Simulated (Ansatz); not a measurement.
Relaxation of H$_{9}$NSi$_{2}$ (12 atoms, charge 0, multiplicity 1), to a largest force component of 0.03 eV/Å in at most 50 steps.

Method: RKS PBE0/6-31G* (Ansatz 0.2.0).

```xyz
12
Properties=species:S:1:pos:R:3:forces:R:3
Si 0.461 -0.230 -0.473 -0.50 0.77 -0.49
N -0.256 -0.435 2.451 0.37 -0.62 0.28
H -1.258 -0.555 2.561 -0.02 0.00 0.00
H 0.008 0.412 2.945 0.00 0.02 0.02
H 0.900 -0.236 -1.907 0.00 0.00 -0.01
H 0.765 1.132 0.052 0.01 -0.01 0.00
H -1.016 -0.431 -0.484 0.00 -0.01 -0.01
Si 1.517 -1.842 0.699 0.66 -0.83 0.35
H 0.575 -2.859 1.252 -0.02 -0.01 0.00
H 2.487 -2.617 -0.143 -0.03 0.03 -0.01
H 2.327 -1.302 1.831 0.01 0.01 -0.01
H 0.201 -1.225 2.938 -0.48 0.66 -0.14
```

**Question.** Where does it end, and by what steps?

**Answer.** The run converged. After 6 steps the energy has fallen by 0.108 eV; H12 moved furthest, 0.42 Å.

```json
{"step": "0", "energy less start (eV)": "0.0000", "largest force component (eV/Å)": "0.831", "accepted": "yes"}
{"step": "1", "energy less start (eV)": "-0.0768", "largest force component (eV/Å)": "0.566", "accepted": "yes"}
{"step": "2", "energy less start (eV)": "-0.0901", "largest force component (eV/Å)": "0.317", "accepted": "yes"}
{"step": "3", "energy less start (eV)": "-0.0692", "largest force component (eV/Å)": "1.095", "accepted": "no"}
{"step": "4", "energy less start (eV)": "-0.1043", "largest force component (eV/Å)": "0.090", "accepted": "yes"}
{"step": "5", "energy less start (eV)": "-0.1073", "largest force component (eV/Å)": "0.032", "accepted": "yes"}
{"step": "6", "energy less start (eV)": "-0.1078", "largest force component (eV/Å)": "0.005", "accepted": "yes"}
```

```xyz
12
Properties=species:S:1:pos:R:3
Si 0.452 -0.229 -0.448
N -0.256 -0.459 2.500
H -1.267 -0.478 2.395
H -0.011 0.478 2.809
H 0.837 -0.154 -1.893
H 0.746 1.111 0.137
H -1.023 -0.451 -0.416
Si 1.603 -1.926 0.662
H 0.677 -2.959 1.208
H 2.534 -2.644 -0.268
H 2.447 -1.391 1.770
H -0.030 -1.088 3.266
```

Whether the end is a true minimum wasn't checked by a vibrational analysis.

Run time: 24 s on 1 thread of Arm Neoverse V2 (shared host), peak memory 0.14 GiB.
